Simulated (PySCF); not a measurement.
## Spin-rotation constants: SMILES [PH]1(=O)C=CC=C1, C4H5OP

Geometry (Å), atoms numbered from 1 in this order:
```xyz
11

O     2.4660   -0.1319   -0.8982
P     1.3252   -0.2708    0.0067
C     0.3317    1.1785    0.4460
C    -0.9576    0.9028    0.2205
C    -1.2249   -0.4230   -0.3205
C    -0.1455   -1.1876   -0.5191
H     1.6418   -0.8380    1.2420
H     0.7207    2.0987    0.8445
H    -1.7703    1.5898    0.4015
H    -2.2369   -0.7246   -0.5435
H    -0.1448   -2.1913   -0.9059
```

The calculation used PySCF 2.14.0, GIAO CAM-B3LYP/pcSseg-1 magnetisability, rotational g tensor and spin-rotation constants, non-relativistic, gas phase. Geometry: GFN2-xTB.

(1) Give the nuclear spin-rotation constants along the inertial axes (H = +C I·J) beside the isotropic shieldings.

(2) How do the rotational constants and the g tensor change when H7, H8, H9, H10, H11 are replaced by deuterium?

Results:

(1) Rotational constants 6.4755, 2.8311, 2.1421 GHz. A star marks the isotopologue with that one atom substituted, in its own axes.
```tsv
atom	isotope	Caa (kHz)	Cbb (kHz)	Ccc (kHz)	mean (kHz)	σ (ppm)
P2	31P	8.363	4.786	3.876	5.675	312.4
H7	1H	-0.500	-0.247	0.139	-0.203	24.3
H8	1H	-0.677	0.323	-0.279	-0.211	25.4
H9	1H	0.261	-0.110	-0.240	-0.030	24.9
H10	1H	0.261	-0.110	-0.240	-0.030	24.9
H11	1H	-0.677	0.323	-0.279	-0.211	25.4
O1	17O*	-1.335	-0.070	-0.131	-0.512	279.2
C3	13C*	2.294	1.405	0.296	1.331	44.4
C4	13C*	2.470	1.392	0.337	1.400	34.2
```
For the geometry as given, no vibrational averaging.

(2) Constants 5.2948, 2.5810, 1.9093 GHz; g -0.0733, -0.0498, -0.0104, against -0.0881, -0.0541, -0.0118 before.
